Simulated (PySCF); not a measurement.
# Reading a saddle point

A first-order saddle point of SiH$_{5}$F, closed shell, PBE0-D4/def2-TZVP, with one imaginary mode of 1132i cm⁻¹:

```tsv
atom	x (Å)	y (Å)	z (Å)
Si1	-0.3267	0.3229	-0.0612
H2	0.5952	-0.8895	-0.8063
H3	-0.9008	0.4751	-1.4359
H4	-1.4785	-0.0898	0.7660
H5	0.3206	1.6237	0.2043
H6	0.9287	-0.9410	0.1043
F7	0.8615	-0.5015	1.2288
```

PySCF 2.14 with density fitting (its default auxiliary sets; JK sets also for MP2 and CCSD(T)); basis: def2-TZVPP and def2-QZVPP; cores frozen in the correlated methods. Extrapolation: Hartree–Fock as exp(−7.88 √X), correlation as X^−2.97.

**Question.** Which contacts change along the imaginary mode, and what lies on either side? (A judgement: the text doesn't fix the answer.)

**Answer.** The calculation gives: The step is SiH₄ + HF → SiH₃F ([F][SiH3]) + H₂, with the molecules in contact on both sides. Shortening one way: Si1–F7, H2–H6; lengthening the same way: Si1–H2, H6–F7.
```
  pair  one side (Å)  saddle (Å)  other side (Å)
Si1–F7          3.53        1.94            1.60
 H2–H6          1.79        0.97            0.75
Si1–H2          1.50        1.70            4.19
 H6–F7          0.93        1.21            2.66
```

**Question.** Which side is lower, and how far does the saddle lie above each? (An estimate is asked for; the value comes from the calculation.)

**Answer.** Computed: The side with Si1–F7, H2–H6 short is lower by 101.5 kJ/mol; the saddle lies 249.5 kJ/mol above it and 148.0 kJ/mol above the other (CCSD(T) at an estimated basis limit (MP2 extrapolated from triple and quadruple zeta, plus CCSD(T) − MP2 in triple zeta); electronic energies).

No T1 diagnostic of these runs exceeds 0.014.

Labels in which every atom is bracketed show which atoms are joined, not bond orders.

For scale, one of the runs: CCSD(T)/def2-TZVPP, 143 basis functions, launched by `OMP_NUM_THREADS=4 python run.py`. Hardware: 4 CPU threads of an Arm Neoverse N1, shared host. Wall time 88 s; peak host memory 0.78 GiB.
